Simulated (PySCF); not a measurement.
Isomers of C2H3N.

All values: CAM-B3LYP/def2-SVPD (PySCF) at PBE0-D3(BJ)/def2-SVP geometries, gas phase, one conformer each. Core orbitals are frozen in the response; Δα² is half the sum of the squared differences of the principal polarisabilities.

**Question.** Rank by HOMO energy, highest first.
A. `C1=NC1`
B. `CC#N`
C. `[C-]#[N+]C`
D. `C=C=N`

**Answer.** D (-8.29 eV), A (-9.46 eV), C (-10.20 eV), B (-10.94 eV).

**Question.** Rank by HOMO–LUMO gap, lowest first.
A. `C=C=N`
B. `C1C=N1`
C. `CC#N`
D. `[C-]#[N+]C`

**Answer.** A (9.26 eV), B (10.03 eV), D (11.27 eV), C (11.90 eV).

**Question.** Rank by vertical ionisation energy (ΔSCF), highest first.
A. `CC#N`
B. `C=C=N`
C. `C1=NC1`
D. `[C-]#[N+]C`

**Answer.** A (12.35 eV), D (11.41 eV), C (10.71 eV), B (9.48 eV).

All values together:

```tsv
SMILES	μ (D)	HOMO (eV)	LUMO (eV)	α (Å³)	Δα (Å³)	ΔSCF removal energy (eV)
[C-]#[N+]C	3.85	-10.20	1.07	4.46	2.37	11.41
C=C=N	1.51	-8.29	0.97	5.09	4.37	9.48
C1=NC1	2.24	-9.46	0.57	4.20	1.42	10.71
CC#N	4.06	-10.94	0.96	4.28	2.26	12.35
```
